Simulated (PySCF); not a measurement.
**Circular dichroism: `NC[C@@H]1C[C@H]1F`, C4H8FN**

Geometry:
| atom | x (Å) | y (Å) | z (Å) |
| --- | --- | --- | --- |
| N1 | 1.963 | 0.130 | 0.950 |
| C2 | 0.926 | -0.710 | 0.379 |
| C3 | -0.032 | 0.023 | -0.545 |
| C4 | -1.154 | 0.847 | 0.032 |
| C5 | -1.448 | -0.431 | -0.683 |
| F6 | -2.031 | -0.358 | -1.915 |
| H7 | 1.545 | 0.898 | 1.466 |
| H8 | 2.536 | 0.531 | 0.215 |
| H9 | 1.418 | -1.519 | -0.168 |
| H10 | 0.365 | -1.151 | 1.208 |
| H11 | 0.430 | 0.411 | -1.446 |
| H12 | -1.289 | 0.863 | 1.103 |
| H13 | -1.418 | 1.768 | -0.464 |
| H14 | -1.812 | -1.301 | -0.152 |

Method: TDDFT CAM-B3LYP/def2-SVPD circular dichroism and optical rotation, one conformer, gas phase in PySCF. Geometry: GFN2-xTB.

The molecule is flexible and this is one conformer; a measurement averages over conformers. States above about 8.5 eV (minus the energy of the highest occupied orbital) lie near or above the ionisation threshold and depend on the basis.

**Question.** Assign R or S to each stereocentre.

**Answer.** C3 S, C5 R.

**Question.** List the lowest 16 singlet excitations with oscillator and rotatory strengths.

**Answer.** Rotatory strengths R in 10⁻⁴⁰ esu² cm², velocity form and length form (origin at the centre of mass); f in length form.
| state | E (eV) | λ (nm) | f | R (velocity) | R (length) | main |
| --- | --- | --- | --- | --- | --- | --- |
| 1 | 6.41 | 193 | 0.026 | +14.6 | +13.1 | HOMO→LUMO 0.82 |
| 2 | 7.28 | 170 | 0.012 | -10.6 | -10.9 | HOMO→LUMO+1 0.75 |
| 3 | 7.51 | 165 | 0.017 | -12.2 | -11.4 | HOMO→LUMO+2 0.74, HOMO→LUMO+4 0.10 |
| 4 | 8.01 | 155 | 0.010 | -12.9 | -12.2 | HOMO→LUMO+4 0.44, HOMO−1→LUMO+1 0.16 |
| 5 | 8.08 | 153 | 0.004 | +17.8 | +16.9 | HOMO→LUMO+3 0.49, HOMO−1→LUMO+1 0.21 |
| 6 | 8.37 | 148 | 0.021 | +20.2 | +18.6 | HOMO−2→LUMO 0.72, HOMO−2→LUMO+1 0.14 |
| 7 | 8.42 | 147 | 0.009 | -7.6 | -7.8 | HOMO−2→LUMO+1 0.68, HOMO−2→LUMO 0.16 |
| 8 | 8.59 | 144 | 0.007 | +5.3 | +5.3 | HOMO−1→LUMO 0.24, HOMO→LUMO+5 0.18 |
| 9 | 8.65 | 143 | 0.021 | -4.5 | -5.5 | HOMO−1→LUMO 0.38, HOMO→LUMO+4 0.22 |
| 10 | 8.71 | 142 | 0.008 | +4.6 | +5.0 | HOMO→LUMO+5 0.47, HOMO−1→LUMO+1 0.16 |
| 11 | 8.88 | 140 | 0.010 | +5.3 | +5.0 | HOMO→LUMO+6 0.50, HOMO−1→LUMO+1 0.12 |
| 12 | 8.92 | 139 | 0.002 | -13.7 | -12.0 | HOMO→LUMO+7 0.43, HOMO−1→LUMO+2 0.26 |
| 13 | 9.02 | 137 | 0.019 | -31.3 | -29.1 | HOMO−2→LUMO+2 0.76 |
| 14 | 9.22 | 134 | 0.005 | -19.9 | -19.1 | HOMO−1→LUMO+3 0.46, HOMO→LUMO+8 0.14 |
| 15 | 9.24 | 134 | 0.003 | +10.8 | +10.7 | HOMO−1→LUMO+2 0.27, HOMO→LUMO+7 0.23 |
| 16 | 9.30 | 133 | 0.002 | +9.3 | +8.3 | HOMO−2→LUMO+3 0.76 |

Among the states computed, the strongest CD band (largest |R|) is state 13. The largest dissymmetry factor in size, g = 4R/(D+G), with D and G the electric and magnetic dipole strengths, is +0.074 for state 16 (velocity form, f = 0.002), among bands with |R| over 0.5. The mirror image has the same energies and oscillator strengths and all R with the opposite sign.
